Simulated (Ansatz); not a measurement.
in.yaml

```yaml
crystal:
  periodic: [false, false, false]
  atoms:
    - {symbol: Si, position_ang: [0.000080, -0.000055, -0.038795]}
    - {symbol: H, position_ang: [1.255414, 0.012944, 0.362887]}
    - {symbol: H, position_ang: [-0.639578, 1.082156, 0.357486]}
    - {symbol: H, position_ang: [-0.618051, -1.093566, 0.360618]}
basis:
  gaussian: {orbitals: def2-SVP}
magnetization: {spin_polarized: false, initial_magnetization: 1}
correlation: {method: bccd_t, electrons: outside_noble_gas, diis_vectors: 2}
```

```sh
$ ansatz run in.yaml --threads 1 --pin off --events-out ev --progress --plain --max-ram 2393MiB
```

Output:

```
322 factors; integrals over basis functions are off by at most 1.0e-3 eV
mean field evaluation 1: about -7904.1935 eV, gradient 9.2e0 eV
mean field evaluation 2: about -7904.1936 eV, gradient 9.2e0 eV
mean field evaluation 4: about -7904.7852 eV, gradient 4.8e-1 eV
mean field evaluation 8: about -7904.7888 eV, gradient 3.8e-6 eV
mean field -7904.78883273 eV, -290.4956315445 hartree, gradient 6.1e-6 eV, S^2 0.750000; 0 other end points of the search recorded, 0 dependent functions left out
mean field evaluation 16: about -7904.1952 eV, gradient 7.3e0 eV
5 core orbitals not correlated: weight in the atoms' cores, before any rotation towards them, 1.000 or more for the frozen orbitals, at most 0.000 for the correlated occupied ones
reference -7904.78883273 eV, -290.4956315445 hartree; 4, 3 occupied and 24, 25 virtual orbitals, 322 factors
second order -2.58005790 eV of doubles, -0.02467380 eV of singles
cycle   1  -3.12503545 eV  change   -5.2e-1 eV  update   4.8e-2
cycle   2  -3.29054631 eV  change   -1.7e-1 eV  update   1.7e-2
cycle   3  -3.29017949 eV  change    3.7e-4 eV  update   5.1e-3
cycle   4  -3.28903491 eV  change    1.1e-3 eV  update   1.3e-3
cycle   5  -3.28870131 eV  change    3.3e-4 eV  update   4.6e-4
cycle   6  -3.28884291 eV  change   -1.4e-4 eV  update   1.3e-4
cycle   7  -3.28891728 eV  change   -7.4e-5 eV  update   4.1e-5
cycle   8  -3.28894414 eV  change   -2.7e-5 eV  update   1.1e-5
cycle   9  -3.28894842 eV  change   -4.3e-6 eV  update   3.5e-6
perturbative correction -0.05303304 eV, -0.0019489281 hartree
Total energy: -7908.13081418 eV, -290.6184470976 hartree
```

Ran on 1 thread of Arm Neoverse V2, shared host: 0.48 s wall, 0.09 GiB peak host memory.
